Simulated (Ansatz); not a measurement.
Al(PH3)H3 (AlPH₆). Total charge 0; singlet. Geometry PBE-D4/def2-TZVP.

Cartesian coordinates in Å:
```
Al 1.4360 -0.1511 -0.1417
P -1.0527 0.1110 0.1034
H -1.5795 1.3232 0.6242
H -1.7699 -0.7879 0.9376
H -1.8825 0.0152 -1.0457
H 1.7955 0.0755 1.4077
H 1.6478 1.0654 -1.1697
H 1.4053 -1.6513 -0.7158
```

LC-ωPBE has ω = 0.4 bohr⁻¹. B3LYP takes the VWN-RPA correlation.

Estimate the orbital energies around the gap (eV) in Ansatz with PBE-D4/def2-TZVPD, r2SCAN-D4/def2-TZVPD, B3LYP-D4/6-31G, PBE0-D4/def2-TZVPD, LC-ωPBE/def2-TZVP.


| orbital | PBE-D4/def2-TZVPD | r2SCAN-D4/def2-TZVPD | B3LYP-D4/6-31G | PBE0-D4/def2-TZVPD | LC-ωPBE/def2-TZVP |
| --- | --- | --- | --- | --- | --- |
| HOMO−5 | -10.78 | -11.20 | -12.16 | -12.21 | -15.17 |
| HOMO−4 | -10.78 | -11.20 | -12.16 | -12.21 | -15.17 |
| HOMO−3 | -10.31 | -10.67 | -11.65 | -11.84 | -15.15 |
| HOMO−2 | -7.66 | -7.93 | -8.66 | -8.85 | -11.57 |
| HOMO−1 | -6.62 | -6.90 | -7.56 | -7.83 | -10.61 |
| HOMO | -6.62 | -6.90 | -7.56 | -7.83 | -10.61 |
| LUMO | -1.27 | -0.99 | -0.06 | -0.47 | 1.91 |
| LUMO+1 | -1.27 | -0.99 | 0.10 | -0.37 | 1.95 |
| LUMO+2 | -1.16 | -0.52 | 0.10 | -0.37 | 1.95 |
| LUMO+3 | -0.25 | 0.41 | 1.92 | 0.37 | 3.25 |
| LUMO+4 | 0.29 | 0.96 | 2.52 | 1.00 | 3.61 |
| LUMO+5 | 0.43 | 1.04 | 2.52 | 1.10 | 3.61 |
